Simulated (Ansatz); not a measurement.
How far each method lies from UCCSDT(Q) for HAl–AlH, triplet

Geometry: a PBE0/def2-TZVP stationary point for this spin, not checked as a minimum.

```tsv
atom	x (Å)	y (Å)	z (Å)
Al	0.0000	0.0000	1.1500
Al	0.0000	0.0000	-1.1500
H	0.0000	0.0000	2.7245
H	0.0000	0.0000	-2.7245
```

Basis cc-pVDZ; Ansatz 0.2.0. Only valence electrons are correlated (noble-gas cores frozen), which leaves 8 electrons in 36 orbitals. R marks a restricted (for open shells ROHF) determinant, U an unrestricted one. Active spaces: valence = (8e, 10o) chosen from the atoms' valence shells.

Full CI isn't at hand for all of this; UCCSDT(Q) serves as the reference, and is uncertain by about the last step of the cluster series. The frozen core follows each run's orbitals, which can shift R against U totals by a few meV.

For open shells CISD is restricted-active-space CI with the open shells as a complete middle space.

```
UHF ⟨S²⟩                          : 2.020
T1 diagnostic (RCCSD)             : 0.0227
largest doubles amplitude (RCCSD) : 0.075
T1 diagnostic (UCCSD)             : 0.0188
```

```json
{"level": "UHF", "E − E(RHF) (eV)": "-0.0812"}
{"level": "RMP2", "E − E(RHF) (eV)": "-2.8600"}
{"level": "UMP2", "E − E(RHF) (eV)": "-2.8511"}
{"level": "RCCSD", "E − E(RHF) (eV)": "-3.6926"}
{"level": "UCCSD", "E − E(RHF) (eV)": "-3.6948"}
{"level": "RCCSD(T)", "E − E(RHF) (eV)": "-3.8172"}
{"level": "UCCSD(T)", "E − E(RHF) (eV)": "-3.8169"}
```

Estimate how far UCCSDT(Q) in cc-pVDZ lies from RCCSD(T). The table doesn't fix it; the size of (T) and the diagnostics are the guide.

UCCSDT(Q) in cc-pVDZ lies 1.05 kcal/mol below RCCSD(T), which is 36 % of the (T) step (-2.87 kcal/mol). The diagnostics give no warning, yet the rest is a sizeable part of (T). The miss exceeds 1 kcal/mol.

The other levels:

| level | E − E(UCCSDT(Q)) (kcal/mol) | share of correlation (%) | wall time |
| --- | --- | --- | --- |
| CISD | 8.96 | 89.95 | 1.8 s |
| BCCD(T) | 1.05 | 98.83 | 1.8 s |
| RCCSDT | 0.16 | 99.82 | – |
| UCCSDT | 0.16 | 99.82 | – |
| RCCSDT(Q) | 0.01 | 99.99 | 12 s |
| CASSCF (valence space) | 51.74 | 41.91 | – |
| NEVPT2 (valence space) | 15.91 | 82.14 | 6 s |
| MRCISD (valence space) | 2.93 | 96.71 | – |
| MRCISD+Q (valence space) | -0.16 | 100.18 | 8.5 s |

The correlation energy at UCCSDT(Q), counted from RHF, is -3.863 eV. That run took 11 s on 1 thread of Arm Neoverse V1, shared host.

Times hold each run's SCF and search for its determinant on a shared host, so for small cases they say little of a method's own cost; they ran on 1 thread of Arm Neoverse V1.

Natural occupations of CASSCF (valence space) about the gap: 1.973 1.964 1.953 0.983 0.983 0.062 0.025 0.024 0.024 0.011; effectively unpaired electrons, Σ n²(2−n)², 2.04.

Atomization energy (electronic, same basis, no zero-point term; atoms at the same level, unrestricted beside the R rows where the molecule is a closed shell, with restricted open-shell steps beyond CCSDT(Q)) at UCCSDT(Q): 572.1 kJ/mol. Errors of other levels:

```json
{"level": "RHF", "error (kJ/mol)": "-102.3"}
{"level": "UHF", "error (kJ/mol)": "-112.2"}
{"level": "RMP2", "error (kJ/mol)": "-3.9"}
{"level": "UMP2", "error (kJ/mol)": "-5.4"}
{"level": "CISD", "error (kJ/mol)": "-30.7"}
{"level": "RCCSD", "error (kJ/mol)": "-10.1"}
{"level": "UCCSD", "error (kJ/mol)": "-10.7"}
{"level": "RCCSD(T)", "error (kJ/mol)": "-2.3"}
{"level": "UCCSD(T)", "error (kJ/mol)": "-2.5"}
{"level": "BCCD(T)", "error (kJ/mol)": "-2.3"}
{"level": "RCCSDT", "error (kJ/mol)": "-0.7"}
{"level": "UCCSDT", "error (kJ/mol)": "-0.7"}
{"level": "RCCSDT(Q)", "error (kJ/mol)": "0.0"}
{"level": "CASSCF (valence space)", "error (kJ/mol)": "-71.8"}
{"level": "NEVPT2 (valence space)", "error (kJ/mol)": "-22.2"}
{"level": "MRCISD (valence space)", "error (kJ/mol)": "-10.7"}
{"level": "MRCISD+Q (valence space)", "error (kJ/mol)": "-3.1"}
```

This basis is far from its limit, so the value isn't to be set against a measured one. Truncated CI isn't size-consistent, which counts against it in atomization.
